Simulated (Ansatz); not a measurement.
Correlation energies of `N=CO` by basis set

```xyz
6

N     0.480   -0.909   -0.140
C    -0.302    0.067   -0.006
O     0.138    1.302    0.252
H    -0.028   -1.765   -0.332
H    -1.392    0.058   -0.077
H     1.104    1.247    0.302
```

The species carries charge 0 and has multiplicity 1. The geometry is a stationary point of PBE0-D4/def2-TZVP. It is one conformer, not always the lowest. Frozen core, restricted reference, Ansatz 0.2.0. CBS rows extrapolate triple and quadruple zeta.

| basis | HF (Eh) | MP2 corr. | CCSD corr. | (T) | CCSD(T) total |
| --- | --- | --- | --- | --- | --- |
| def2-SVP | -168.78472 | ? | -0.50230 | -0.01521 | ? |
| def2-TZVPP | -168.99022 | ? | -0.61535 | -0.02572 | ? |
| def2-QZVPP | -168.99821 | -0.64735 | ? | -0.02879 | ? |
| CBS(def2) | -168.99931 | ? | -0.68106 | -0.03106 | ? |

**Question.** Fill in the withheld values. (Estimate.)

**Answer.** The calculation gave: def2-SVP MP2 corr.: -0.48198; def2-SVP CCSD(T) total: -169.30223; def2-TZVPP MP2 corr.: -0.60291; def2-TZVPP CCSD(T) total: -169.63129; def2-QZVPP CCSD corr.: -0.65310; def2-QZVPP CCSD(T) total: -169.68010; CBS(def2) MP2 corr.: -0.68027; CBS(def2) CCSD(T) total: -169.71143.
